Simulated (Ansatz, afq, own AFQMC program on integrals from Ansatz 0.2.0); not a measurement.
# SiNH$_{4}$, doublet: AFQMC among the cluster methods

```yaml
atoms:
  - { symbol: Si, position_ang: [-0.2097, 0.0000, 1.5977] }
  - { symbol: N, position_ang: [0.3364, 0.0000, -3.0010] }
  - { symbol: H, position_ang: [0.4601, -1.2268, 2.1234] }
  - { symbol: H, position_ang: [0.4601, 1.2268, 2.1234] }
  - { symbol: H, position_ang: [0.1238, -0.8301, -3.5316] }
  - { symbol: H, position_ang: [0.1238, 0.8301, -3.5316] }
```

Connectivity, by distances: SiH2 ··· NH2.

Basis 6-31G. Only valence electrons are correlated. Ansatz 0.2.0 and our own AFQMC program on the same integrals; the CISD trial comes from CCSD amplitudes, and released means the phaseless constraint is let go. ± is one standard error of the sampling.

Determinant: ROHF, the one that the program's search chose, which needn't be the lowest solution. The geometry is a point of a scan.

No full CI on the walks' own integrals is used here; CCSDT(Q) serves as the reference and is uncertain by about the last step of the cluster series.

Cautions: higher spins were not checked; a spin-contaminated unrestricted determinant lies lower (UHF 216 meV lower, ⟨S²⟩ 1.27).

```
T1 diagnostic                               : 0.0113
weight of the determinant in the CISD state : 0.898
size of the correlated space                : 13 electrons in 24 orbitals
```

```
  level  correlation energy (eV)
    MP2                  -3.5421
   CCSD                  -4.4740
CCSD(T)                  -4.5148
```

Task: Estimate where AFQMC with the constraint released lies against CCSD(T) on the same integrals.

Result: 1.8 ± 1.4 kJ/mol below CCSD(T). The gap is under twice the noise, so this walk alone can't tell the two apart.

Reference: CCSDT(Q), correlation energy -4.532 eV. The released energy is read at 2.40 1/Eh (meV from the phaseless value at times in 1/Eh: 20 ± 11 at 0.24, 14 ± 10 at 0.51, 15 ± 7 at 0.99, 30 ± 10 at 1.62, 14 ± 14 at 2.40).

| level | E − E(reference) (kJ/mol) | share of correlation (%) |
| --- | --- | --- |
| CCSD(T) | 1.6 | 99.62 |
| CCSDT | 0.6 | 99.86 |
| ph-AFQMC/CISD | -1.5 ± 1.3 | 100.34 |
| released AFQMC | -0.1 ± 1.4 | 100.03 |

A walk keeps the symmetry of its determinant, which the program's search chose and which needn't be the lowest solution, so a lower state of the same spin and another symmetry isn't excluded. Released energies are given only where the last usable release times agree within the noise; a slower fall can still hide under it.
